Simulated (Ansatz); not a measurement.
Input for Ansatz (a first-principles code): R-B2PLYP/def2-TZVPPD on H2O (SMILES O) with ghost functions. Files ending in .json are basis or fitting sets from the Basis Set Exchange.

Ansatz 0.2 input:
```yaml
crystal:
  periodic: [false, false, false]
  atoms:
    - {symbol: H, position_ang: [-0.79685627, 0.00000000, -2.50911038]}
    - {symbol: O, position_ang: [0.04347445, 0.00000000, -2.04834054]}
    - {symbol: H, position_ang: [-0.19067546, 0.00000000, -1.11576944]}
basis:
  gaussian:
    orbitals: def2-TZVPPD.json
    ghost_atoms:
      - {symbol: C, position_ang: [0.01058825, -0.66806246, 1.29820809]}
      - {symbol: C, position_ang: [0.01058825, 0.66806246, 1.29820809]}
      - {symbol: H, position_ang: [0.86863216, 1.23267933, 0.95426815]}
      - {symbol: H, position_ang: [-0.84608285, 1.23258495, 1.64525385]}
      - {symbol: H, position_ang: [-0.84608285, -1.23258495, 1.64525385]}
      - {symbol: H, position_ang: [0.86863216, -1.23267933, 0.95426815]}
hamiltonian:
  xc: {name: B2PLYP}
magnetization: {spin_polarized: false}
correlation: {electrons: outside_noble_gas}
scf: {lower_state_search: off}
```

The head of its log:

```
WARN ansatz: RAYON_NUM_THREADS=1 ignored (pool sized by the plan → 1); use --threads N
Functional definition: B2PLYP
these checks for a lower state are left out or cut short: stability, starts, cluster_reference, orbital_swaps, neighbouring_geometries, increment
integrals: 0.37 GiB planned
1236 factors; integrals over basis functions are off by at most 1.1e-3 eV
mean field: 0.81 GiB planned
mean field evaluation 1: about -2074.0570 eV, gradient 4.4e1 eV
mean field evaluation 2: about -2074.0570 eV, gradient 4.4e1 eV
mean field evaluation 4: about -2077.0917 eV, gradient 1.2e0 eV
mean field evaluation 8: about -2077.0954 eV, gradient 6.4e-3 eV
mean field -2077.09540453 eV, -76.3318482108 hartree, gradient 6.8e-6 eV, S^2 0.000000; 0 other end points of the search recorded, 0 dependent functions left out
1 core orbitals not correlated
reference -2077.09552052 eV, -76.3318524731 hartree; 4, 4 occupied and 211, 211 virtual orbitals, 1236 factors
```

Task: Give the final energy of this run.

Result: -76.4165 hartree.
